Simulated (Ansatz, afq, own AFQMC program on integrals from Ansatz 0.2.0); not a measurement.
BNH₂, singlet in cc-pVDZ, levels against CCSDT(Q)

```yaml
atoms:
  - { symbol: B, position_ang: [0.0000, 0.0000, 0.5713] }
  - { symbol: N, position_ang: [0.0000, 0.0000, -0.6613] }
  - { symbol: H, position_ang: [0.0000, 0.0000, 1.7429] }
  - { symbol: H, position_ang: [0.0000, 0.0000, -1.6528] }
```

Connectivity, by distances: BH–NH.

Basis cc-pVDZ. Only valence electrons are correlated. AFQMC by an in-house program on the Cholesky factors that Ansatz 0.2.0 writes for its CCSD(T) run. ph-AFQMC/CISD is guided by a CISD state made of CCSD amplitudes; releasing the constraint for a short imaginary time cuts its bias at the price of noise, slowly where states lie close. ± is one standard error of the sampling.

Determinant: RHF, the one that the program's search chose, which needn't be the lowest solution. The geometry is a point of a scan.

No full CI on the walks' own integrals is used here; CCSDT(Q) serves as the reference and is uncertain by about the last step of the cluster series.

```
T1 diagnostic                               : 0.0176
weight of the determinant in the CISD state : 0.895
size of the correlated space                : 10 electrons in 36 orbitals
```

Reference: CCSDT(Q), correlation energy -7.502 eV. The released energy is read at 2.40 1/Eh (meV from the phaseless value at times in 1/Eh: -7 ± 23 at 0.24, 19 ± 17 at 0.51, 12 ± 16 at 0.99, -6 ± 14 at 1.62, 19 ± 21 at 2.40).

```json
{"level": "HF", "E − E(reference) (kJ/mol)": "723.8", "share of correlation (%)": "0.00"}
{"level": "MP2", "E − E(reference) (kJ/mol)": "69.3", "share of correlation (%)": "90.43"}
{"level": "CCSD", "E − E(reference) (kJ/mol)": "28.3", "share of correlation (%)": "96.09"}
{"level": "CCSD(T)", "E − E(reference) (kJ/mol)": "3.7", "share of correlation (%)": "99.49"}
{"level": "CCSDT", "E − E(reference) (kJ/mol)": "2.2", "share of correlation (%)": "99.69"}
{"level": "ph-AFQMC/HF", "E − E(reference) (kJ/mol)": "2.8 ± 8.2", "share of correlation (%)": "99.61"}
{"level": "ph-AFQMC/CISD", "E − E(reference) (kJ/mol)": "-1.7 ± 1.7", "share of correlation (%)": "100.23"}
{"level": "released AFQMC", "E − E(reference) (kJ/mol)": "0.2 ± 2.0", "share of correlation (%)": "99.98"}
```

A walk keeps the symmetry of its determinant, which the program's search chose and which needn't be the lowest solution, so a lower state of the same spin and another symmetry isn't excluded. Released energies are given only where the last usable release times agree within the noise; a slower fall can still hide under it.
